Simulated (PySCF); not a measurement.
# C2H6O2S: the cost of one run

The runs use PySCF 2.14.0, with density-fitted response routines of our own; the level of theory stands in each step. All values are computed, except where a source is named. Atoms are numbered from 0 throughout.

## (1) The starting structure

11 atoms, charge 0, multiplicity 1; geometry from: MMFF94s.

Bonds of the start (Å): C0–S1 1.78, S1–C2 1.78, S1–O3 1.45, S1–O4 1.45, C0–H5 1.09, C0–H6 1.09, C0–H7 1.09, C2–H8 1.09, C2–H9 1.09, C2–H10 1.09.

## (2) Relaxing the molecule at PBE0-D3(BJ)/def2-SVP

Job settings and geometry (Å):

```
{"job": {"xc": "PBE0", "basis": "def2-SVP", "d3": "d3bj", "grid": 1, "kind": "geom"}, "charge": 0, "multiplicity": 1}
C      1.297180     0.589319    -0.039999
S      0.072491    -0.615552    -0.489516
C     -1.355087    -0.097610     0.431029
O      0.497938    -1.898281     0.035412
O     -0.221994    -0.444885    -1.898806
H      0.945007     1.578393    -0.338392
H      2.222600     0.346982    -0.566539
H      1.457556     0.543656     1.038669
H     -2.170336    -0.790774     0.213621
H     -1.628955     0.911745     0.118731
H     -1.116401    -0.122992     1.495790
```

Launch:

```bash
$ OMP_NUM_THREADS=1 python probes_run.py task.json out
```

This one command runs all jobs of the session in turn.

Q: Estimate the wall time and peak memory of this first job on 1 thread of Arm Neoverse V1, shared host.

About 18 s, with a peak of 0.42 GiB.
